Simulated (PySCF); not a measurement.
# SiCl2: geometry, coupled-cluster ionisations and excitations

Aim: predict the coupled-cluster ionisations and excitations of SiCl2 (`Cl[Si]Cl`).

The runs use PySCF 2.14.0, with density-fitted response routines of our own; the level of theory stands in each step. All values are computed, except where a source is named. Atoms are numbered from 0 throughout.

**1. The starting structure**

3 atoms, charge 0, multiplicity 1; geometry from: GFN2-xTB.

Bonds of the start (Å): Cl0–Si1 2.05, Si1–Cl2 2.05.

**2. Relaxing the molecule at PBE0-D3(BJ)/def2-TZVP**

The job: settings as JSON, then the geometry in Å.

```
{"job": {"xc": "PBE0", "basis": "def2-TZVP", "d3": "d3bj", "grid": 2, "kind": "geom"}, "charge": 0, "multiplicity": 1}
Cl    -1.583830    -0.371290    -0.003290
Si    -0.000260     0.934060    -0.003870
Cl     1.584430    -0.368670     0.006360
```

**Question.** This job is followed by: EOM-CCSD/aug-cc-pVTZ, vertical, frozen core, gas phase. What will the session give for the following? point group; rotational constants (main isotopes); correlation energy, MP2 and CCSD; T1 diagnostic; first ionisation (EOM-IP-CCSD); lowest singlet (EOM-EE-CCSD).

**Answer**, as computed:

| quantity | value |
| --- | --- |
| point group | C2v |
| rotational constants (main isotopes) | 14.60, 2.80, 2.35 GHz |
| correlation energy, MP2 and CCSD | -13.10, -14.11 eV |
| T1 diagnostic | 0.0130 |
| first ionisation (EOM-IP-CCSD) | 10.14 eV |
| lowest singlet (EOM-EE-CCSD) | 3.96 eV |

In words: Over 3 steps the energy fell by 0.012 eV; of the close pairs, Si1–Cl2 changed most, 2.051 to 2.077 Å. No frequency check was run at this level, so the end point may be a saddle. MP2 recovers 93 % of the CCSD correlation energy. For the hole of the first ionisation, Koopmans' theorem lies 0.08 eV above EOM-IP-CCSD.
